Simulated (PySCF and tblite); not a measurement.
Values are calculated unless marked as measured or tabulated.
**Rotation: stationary points, barriers and rates**

System: C₄H₆O₂, numbered as in [CH3:1]/[C:2]([CH:3]=[O:4])=[CH:5]/[OH:6].

Motion: rotation about the C5–O6 bond (torsion C2–C5–O6–H from 0° to 180°, rising). The path came from a restrained scan, a climbing-image band and a saddle search at GFN2-xTB; energies are PBE0/pcSseg-1 + D3(BJ), IEF-PCM chloroform//GFN2-xTB, thermal terms GFN2-xTB. Rate constants are transition-state-theory values, counting equivalent paths, without tunnelling. Programs: tblite and PySCF.

```
 point  symmetry  E(GFN2) kcal/mol  E(DFT) kcal/mol  ZPE change kcal/mol  lowest mode cm⁻¹  dipole D
 start        Cs               0.0              0.0                 0.00                89      3.47
saddle        C1              17.0             16.8                -1.20              546i      3.96
   end        Cs              12.7             10.5                -0.34               109      5.45
```

```
Electronic barrier                                      : 16.8 kcal/mol
Barrier with zero-point energy                          : 15.6 kcal/mol
ΔH‡ (298 K)                                             : 15.8 kcal/mol
ΔS‡ (298 K, symmetry apart)                             : 1.9 cal/(mol K)
Paths                                                   : 2 equivalent paths
End point                                               : a different minimum
Mean lifetime of the start against this motion at 298 K : 11 ms
Cost                                                    : 38 s on 1 thread of Arm Neoverse V1, shared host (rough), peak memory 0.66 GiB, launched as `OMP_NUM_THREADS=1 python ens_run.py task.json out`
```

```tsv
T/K	ΔG‡ kcal/mol	k s⁻¹	ΔG kcal/mol	k back s⁻¹
200	15.3	0.00014	9.9	9.6×10⁶
250	15.3	0.47	9.8	1.7×10⁸
298	15.2	93	9.7	1.1×10⁹
350	15.1	5550	9.5	4.7×10⁹
400	15.0	1.1×10⁵	9.3	1.3×10¹⁰
```

ΔG and ΔG‡ leave out symmetry numbers and mirror images; rates count paths: 2 out, 2 back.
